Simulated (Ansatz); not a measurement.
The first iterations of a band of AlClH$_{2}$ (4 atoms, charge 0, multiplicity 1).

The calculation used RKS PBE0-D4/def2-SVP (Ansatz 0.2.0).

- movable images: 7
- climbing image: yes
- spring: 5.0 eV/Å²
- optimiser: quadratic models (default)
- start path: through a guess of the saddle point
- force threshold: 0.05 eV/Å
- iteration limit: 60
- end points: relaxed

Image 0:

```xyz
4
Properties=species:S:1:pos:R:3
Al 0.460 0.000 0.121
Cl 0.819 0.000 2.196
H 1.715 0.000 -0.837
H -1.046 0.000 -0.356
```

Image 8:

```xyz
4
Properties=species:S:1:pos:R:3
Al -0.422 0.000 -1.024
Cl 1.369 0.000 1.259
H 2.500 0.000 0.640
H -1.500 0.000 0.249
```

| iteration | highest image above the first end (eV) | largest band force component (eV/Å) |
| --- | --- | --- |
| 1 | 4.913 | 10.495 |
| 2 | 3.575 | 4.221 |
| 3 | 3.137 | 1.701 |

Q: Does the band converge within its limit, and where does its top end?

A: The forces met the threshold. It ended after 10 iterations with the highest image 3.066 eV above the first end. Neighbouring images differ by up to 1.3 eV, so the band resolves the path poorly. A vibrational analysis at the climbing image gives one clearly imaginary mode, 804i cm⁻¹: a first-order saddle point. The orbitals stay closed-shell, which can raise the energy where a bond breaks towards radicals; this wasn't checked here.

Run time: 54 s on 1 thread of Arm Neoverse V2, with other jobs on the host, peak memory 0.094 GiB.
